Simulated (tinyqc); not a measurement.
LCCD on RHF in the sto-6g basis, frozen core, for HF, spin multiplicity 1, step by step. One step of it, computed by the program tinyqc.

Question. Iteration 1: building the Fock matrix. J_ij = sum D_kl (ij|kl), K_ij = sum D_kl (ik|jl); F = H + J - 0.5 K; E = tr D H + tr D J / 2 - 0.25 tr D K + E_nn.

D at the start, lower triangle:
```
            1F 1s      1F 2s    1F 2px    1F 2py    1F 2pz     2H 1s
1F 1s    2.093289
1F 2s   -0.399387   1.740215
1F 2px   0.000000   0.000000  2.000000
1F 2py   0.000000   0.000000  0.000000  2.000000
1F 2pz   0.062379  -0.242285  0.000000  0.000000  1.847318
2H 1s   -0.132747   0.410032  0.000000  0.000000  0.215590  0.138396
```

core Hamiltonian H = T + V (hartree), lower triangle:
```
             1F 1s       1F 2s     1F 2px     1F 2py     1F 2pz      2H 1s
1F 1s   -40.888100
1F 2s    -9.116785  -10.855784
1F 2px    0.000000    0.000000  -8.664068
1F 2py    0.000000    0.000000   0.000000  -8.664068
1F 2pz   -0.010268   -0.120249   0.000000   0.000000  -8.730611
2H 1s    -1.188207   -2.706778   0.000000   0.000000  -1.892123  -4.568793
```

Two-electron integrals (ij|kl) in chemists' order, unique and non-zero (hartree):
```
(11|11) 5.406240   (21|11) 0.768129   (21|21) 0.138909   (22|11) 1.266271
(22|21) 0.283987   (22|22) 0.926367   (31|31) 0.029452   (32|31) 0.044681
(32|32) 0.204753   (33|11) 1.266273   (33|21) 0.283987   (33|22) 0.926366
(33|33) 0.998085   (41|41) 0.029452   (42|41) 0.044681   (42|42) 0.204753
(43|43) 0.053789   (44|11) 1.266273   (44|21) 0.283987   (44|22) 0.926366
(44|33) 0.890506   (44|44) 0.998085   (51|51) 0.029452   (52|51) 0.044681
(52|52) 0.204753   (53|53) 0.053789   (54|54) 0.053789   (55|11) 1.266273
(55|21) 0.283987   (55|22) 0.926366   (55|33) 0.890506   (55|44) 0.890506
(55|55) 0.998085   (61|11) 0.105882   (61|21) 0.018364   (61|22) 0.036753
(61|33) 0.036692   (61|44) 0.036692   (61|51) 0.000800   (61|52) 0.001567
(61|55) 0.036877   (61|61) 0.002468   (62|11) 0.278406   (62|21) 0.063426
(62|22) 0.232113   (62|33) 0.228788   (62|44) 0.228788   (62|51) 0.004612
(62|52) 0.035332   (62|55) 0.238762   (62|61) 0.008395   (62|62) 0.073279
(63|31) 0.006905   (63|32) 0.040015   (63|53) 0.007317   (63|63) 0.010521
(64|41) 0.006905   (64|42) 0.040015   (64|54) 0.007317   (64|64) 0.010521
(65|11) 0.194432   (65|21) 0.044904   (65|22) 0.175624   (65|33) 0.168330
(65|44) 0.168330   (65|51) 0.009706   (65|52) 0.064884   (65|55) 0.190213
(65|61) 0.006189   (65|62) 0.068053   (65|65) 0.073142   (66|11) 0.455060
(66|21) 0.105613   (66|22) 0.445231   (66|33) 0.431001   (66|44) 0.431001
(66|51) 0.009157   (66|52) 0.098951   (66|55) 0.473690   (66|61) 0.014064
(66|62) 0.186134   (66|65) 0.200221   (66|66) 0.774999
```

nuclear repulsion = 4.17039833 hartree

Give: Coulomb J; exchange K; Fock matrix F; total energy of this density.

Answer.

Coulomb J (hartree), lower triangle:
```
          1F 1s    1F 2s  1F 2px  1F 2py  1F 2pz   2H 1s
1F 1s   20.6582
1F 2s    3.7328   9.7706
1F 2px   0.0000   0.0000  9.7682
1F 2py   0.0000   0.0000  0.0000  9.7682
1F 2pz  -0.0090  -0.0234  0.0000  0.0000  9.7753
2H 1s    0.4960   2.3887  0.0000  0.0000  1.7846  4.5378
```

exchange K (hartree), lower triangle:
```
          1F 1s    1F 2s  1F 2px  1F 2py  1F 2pz   2H 1s
1F 1s   11.1048
1F 2s    1.8063   3.0722
1F 2px   0.0000   0.0000  2.6210
1F 2py   0.0000   0.0000  0.0000  2.6210
1F 2pz   0.0052  -0.0987  0.0000  0.0000  2.5840
2H 1s    0.2505   0.8933  0.0000  0.0000  0.5827  0.6135
```

Fock matrix F (hartree), lower triangle:
```
           1F 1s    1F 2s   1F 2px   1F 2py   1F 2pz    2H 1s
1F 1s   -25.7824
1F 2s    -6.2871  -2.6213
1F 2px    0.0000   0.0000  -0.2063
1F 2py    0.0000   0.0000   0.0000  -0.2063
1F 2pz   -0.0218  -0.0943   0.0000   0.0000  -0.2473
2H 1s    -0.8174  -0.7647   0.0000   0.0000  -0.3988  -0.3378
```

total energy of this density = -99.158168 hartree
